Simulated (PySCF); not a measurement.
**Assigning NMR signals**

Cartesian coordinates in Å; atom numbers follow the order of the lines, from 1:
```xyz
14

C    -2.3644    0.0333    0.6924
C    -1.5182   -0.9559    0.3899
C    -0.0409   -0.8293    0.2697
O     0.6244   -1.8142    0.0303
C     0.5981    0.5327    0.4471
C     2.1073    0.4986    0.3110
H    -3.4405   -0.1437    0.7680
H    -2.0221    1.0555    0.8769
H    -1.8806   -1.9734    0.2114
H     0.2948    0.9295    1.4316
H     0.1459    1.2172   -0.2922
H     2.4045    0.1062   -0.6719
H     2.5356    1.5044    0.4285
H     2.5562   -0.1610    1.0674
```

- shieldings: GIAO B97-2/pcSseg-2
- J couplings at B3LYP/pcJ-1 (without the spin–dipole term)
- structure optimised with PBE0-D3(BJ)/def2-SVP
- code: PySCF 2.14.0 with density-fitted response routines
- no relativistic terms, one computed conformer, fast rotation and ring inversion assumed for equivalent nuclei, isolated molecule

Chemical shifts δ = σref − σ; TMS for ¹³C (183.46 ppm), ¹H (31.36 ppm), all at this level.

Question: Assign these signals to the numbered atoms. ¹³C{¹H} NMR (computed): δ 206.0, 147.8, 134.9, 33.1, 9.3.

Answer: 
| δ (ppm) | atoms | environment | reason |
| --- | --- | --- | --- |
| 206.0 | C3 | ketone carbonyl carbon | low-lying n→π* states of the double bond to the heteroatom give a large paramagnetic term (-275 ppm) |
| 147.8 | C2 | α carbon of a C=C–C=O unit | as expected for a trigonal carbon in a double bond |
| 134.9 | C1 | β carbon of a C=C–C=O unit | conjugation with the carbonyl draws π density from the β position |
| 33.1 | C5 | sp3 CH2 α to a carbonyl | α to the electron-withdrawing carbonyl group |
| 9.3 | C6 | methyl carbon | aliphatic region, no heteroatom directly attached |

Question: Assign these signals to the numbered atoms. ¹H NMR (400 MHz, computed): δ 6.43 (m, 1H), 6.31 (m, 1H), 6.14 (m, 1H), 2.68 (q, J = 8.1 Hz, 2H), 1.04 (t, J = 8.1 Hz, 3H).

Answer: 
6.43 → H9, hydrogen on an α carbon of a C=C–C=O unit: a vinylic proton, deshielded by the sp2 carbon and the C=C anisotropy
6.31 → H8, hydrogen on a β carbon of a C=C–C=O unit: olefinic region
6.14 → H7, hydrogen on a β carbon of a C=C–C=O unit
2.68 → H10/H11, hydrogen on an sp3 CH2 α to a carbonyl: α to C=O
1.04 → H12/H13/H14, hydrogen on a methyl carbon

H9 and H8 lie closer than the usual error of such a calculation, so a measured spectrum could show them in the other order.

Multiplet labels drop couplings under 1 Hz and merge nearly equal ones. Unscaled 3J(H,H) at this level run about 10 % above measured values. Shifts are as computed. Against solution values, carbons near 30 ppm lie about +4 ppm off and those near 130 ppm about +7 ppm. Of 1211 compounds with measured shifts, 218 miss one by over three times the rms of a fit or turn the order of signals round; such compounds aren't used in these exercises.
